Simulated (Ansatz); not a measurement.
Input file:

```yaml
crystal:
  periodic: [false, false, false]
  atoms:
    - {symbol: Al, position_ang: [0.110612, 0.672397, -2.171706]}
    - {symbol: Ga, position_ang: [-0.054262, 0.214160, 1.071306]}
    - {symbol: P, position_ang: [0.022358, -1.100629, -0.596322]}
    - {symbol: H, position_ang: [0.105467, 1.008465, 2.352949]}
basis:
  gaussian: {orbitals: cc-pVDZ}
correlation: {method: fic_mrcisd_q, electrons: outside_noble_gas, active_space: {window: {electrons: 8, orbitals: 8}}}
```

```sh
$ ansatz run in.yaml --threads 1 --pin off --events-out ev --progress --plain --max-ram 2393MiB
```

Log:

```
740 factors; integrals over basis functions are off by at most 8.2e-4 eV
mean field evaluation 1: about -68201.9223 eV, gradient 1.9e1 eV
mean field evaluation 2: about -68201.9299 eV, gradient 1.9e1 eV
mean field evaluation 4: about -68203.6961 eV, gradient 1.9e0 eV
mean field evaluation 8: about -68203.7289 eV, gradient 2.2e-3 eV
mean field -68203.72889719 eV, -2506.4408068240 hartree, gradient 2.4e-6 eV, S^2 0.000000; 0 other end points of the search recorded, 0 dependent functions left out; unrestricted orbitals would lower it
reference -68203.72889719 eV, -2506.4408068240 hartree; 30, 30 occupied and 38, 38 virtual orbitals, 740 factors
state -68205.73716142 eV, -2506.5146091731 hartree
contracted CI cycle   1: correlation 0.00000000 eV, 0.0000000000 hartree, residual 1.44e1 eV
contracted CI cycle   2: correlation -4.37642470 eV, -0.1608306413 hartree, residual 3.09e0 eV
contracted CI cycle   3: correlation -4.60059962 eV, -0.1690689175 hartree, residual 9.48e-1 eV
contracted CI cycle   4: correlation -4.62283926 eV, -0.1698862092 hartree, residual 3.68e-1 eV
contracted CI cycle   5: correlation -4.62605013 eV, -0.1700042067 hartree, residual 1.54e-1 eV
contracted CI cycle   6: correlation -4.62661595 eV, -0.1700250002 hartree, residual 6.29e-2 eV
...
state -68205.73716142 eV, -2506.5146091731 hartree; corrected -68210.96840868 eV, -2506.7068539640 hartree
state -68205.71618116 eV, -2506.5138381628 hartree
...
state -68205.71618116 eV, -2506.5138381628 hartree; corrected -68210.93234934 eV, -2506.7055288077 hartree
state -68205.73716142 eV, -2506.5146091731 hartree; corrected -68210.96840868 eV, -2506.7068539640 hartree
state -68205.50152493 eV, -2506.5059496918 hartree
contracted CI cycle   1: correlation 0.00000000 eV, 0.0000000000 hartree, residual 1.51e1 eV
contracted CI cycle   2: correlation -4.58429989 eV, -0.1684699136 hartree, residual 3.19e0 eV
contracted CI cycle   3: correlation -4.81555881 eV, -0.1769685221 hartree, residual 8.73e-1 eV
contracted CI cycle   4: correlation -4.83390859 eV, -0.1776428642 hartree, residual 2.85e-1 eV
contracted CI cycle   5: correlation -4.83599385 eV, -0.1777194960 hartree, residual 1.11e-1 eV
contracted CI cycle   6: correlation -4.83629054 eV, -0.1777303991 hartree, residual 4.29e-2 eV
contracted CI cycle   7: correlation -4.83633609 eV, -0.1777320731 hartree, residual 1.71e-2 eV
contracted CI cycle   8: correlation -4.83634345 eV, -0.1777323436 hartree, residual 6.55e-3 eV
contracted CI cycle   9: correlation -4.83634457 eV, -0.1777323846 hartree, residual 2.44e-3 eV
contracted CI cycle  10: correlation -4.83634472 eV, -0.1777323901 hartree, residual 8.51e-4 eV
state -68205.50152493 eV, -2506.5059496918 hartree; corrected -68210.92591956 eV, -2506.7052925177 hartree
state -68205.73716142 eV, -2506.5146091731 hartree; corrected -68210.96840868 eV, -2506.7068539640 hartree
2 active orbitals were swapped for others, from the solution at -68205.71607748 eV, -2506.5138343525 hartree to that at -68205.73705137 eV, -2506.5146051290 hartree; typed "places" are swapped only where nearly empty or full, and so, without "given_window_search", are "orbital_numbers", "shells" and a window whose orbitals a file names under [Active]
Total energy: -68210.96840868 eV, -2506.7068539640 hartree
```

Natural occupations: 1.9966 1.9651 1.9524 1.9378 0.0492 0.0464 0.0325 0.0200.

Ran on 1 thread of Arm Neoverse V1, shared host: 51 s wall, 0.32 GiB peak host memory.
